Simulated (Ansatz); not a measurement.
BH₂F⁺. Total charge 1; doublet. Geometry PBE-D4/def2-TZVP, that of the neutral singlet.

```xyz
4

B     0.026    0.012   -0.045
H    -0.615    0.039   -1.064
H     1.207    0.231    0.028
F    -0.618   -0.282    1.081
```

Estimate the α-spin orbital energies around the gap (eV) in Ansatz with PBE-D4/def2-TZVP, r2SCAN-D4/def2-TZVP, PBE0-D4/def2-TZVP.


| orbital | PBE-D4/def2-TZVP | r2SCAN-D4/def2-TZVP | PBE0-D4/def2-TZVP |
| --- | --- | --- | --- |
| HOMO−5 | -40.09 | -41.76 | -43.68 |
| HOMO−4 | -23.18 | -23.82 | -25.41 |
| HOMO−3 | -21.37 | -21.98 | -23.57 |
| HOMO−2 | -20.69 | -21.25 | -22.63 |
| HOMO−1 | -20.22 | -20.67 | -22.21 |
| HOMO | -17.98 | -18.58 | -19.84 |
| LUMO | -10.84 | -10.32 | -9.65 |
| LUMO+1 | -5.96 | -5.18 | -5.01 |
| LUMO+2 | -5.25 | -4.50 | -4.28 |
| LUMO+3 | -3.86 | -2.69 | -3.29 |
| LUMO+4 | -3.85 | -2.56 | -3.00 |
| LUMO+5 | -2.44 | -1.32 | -1.66 |
| β HOMO | -19.87 | -20.19 | -21.35 |
| β LUMO | -16.45 | -16.32 | -15.49 |
